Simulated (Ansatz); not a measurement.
## NaTlPd2: from a trial structure to a relaxed crystal

Method: Ansatz, DFT r2SCAN, scalar-relativistic, plane waves, PAW. Cutoff 500 eV, Γ-centred k mesh, Gaussian smearing, no spin polarisation in the final step.

NaTlPd2 was placed on the MAX phase (211) structure type (P6_3/mmc, No. 194), with Na in place of Al, Tl in place of C, Pd in place of Cr, at a guessed volume.

```
Na Tl Pd
1.0
     3.28995    0.00000    0.00000
    -1.64497    2.84918    0.00000
     0.00000    0.00000   14.72425
Na Tl Pd
2 2 4
Direct
  0.33333 0.66667 0.75000
  0.66667 0.33333 0.25000
  0.00000 0.00000 0.50000
  0.00000 0.00000 0.00000
  0.33333 0.66667 0.41400
  0.66667 0.33333 0.91400
  0.66667 0.33333 0.58600
  0.33333 0.66667 0.08600
```

Cell and atoms relax at zero pressure; the relaxation can't lower the symmetry of the start. After a coarse first stage the cell is made exact in the group found at 0.06 Å.

The zero of energy is the elements' standard structures at the same level; no fitted shifts are applied.

What does it relax into?

It keeps P6_3/mmc (No. 194). The result has the site pattern of a MAX phase (211) structure. Conventional cell: a = 3.218 Å, c = 17.494 Å. Na is coordinated by 6 Pd at 2.96 Å and 6 Na at 3.22 Å; Tl has 6 Pd at 2.78 Å and 6 Tl at 3.22 Å; Pd has 3 Tl at 2.78 Å, 3 Na at 2.96 Å and 6 Pd at 3.22 Å.

```xyz
8
Lattice="3.2179 0.0000 0.0000 -1.6090 2.7868 0.0000 0.0000 0.0000 17.4938" Properties=species:S:1:pos:R:3 pbc="T T T"
Na    0.0000    1.8579   13.1204
Na    1.6090    0.9289    4.3735
Tl    0.0000    0.0000    8.7469
Tl    0.0000    0.0000    0.0000
Pd    0.0000    1.8579    6.6752
Pd    1.6090    0.9289   15.4221
Pd    1.6090    0.9289   10.8186
Pd    0.0000    1.8579    2.0717
```

What are its volume, energy, density and gap?

The volume per atom is 19.61 Å³ and the density is 9.32 g/cm³. The energy over the elements is -0.02 eV/atom. The gap on the 12×12×2 mesh is 0 eV (a metal).

The final run used a 12×12×2 mesh on its 8-atom cell and 0.10 eV smearing. The k mesh leaves about 4 meV/atom of noise in metals. Spin–orbit coupling is left out. Symmetry constrained the relaxation, so the result can be a saddle point.

Cost: 3 runs of about 10 core-minutes in all, on Arm Neoverse V1 (shared hosts).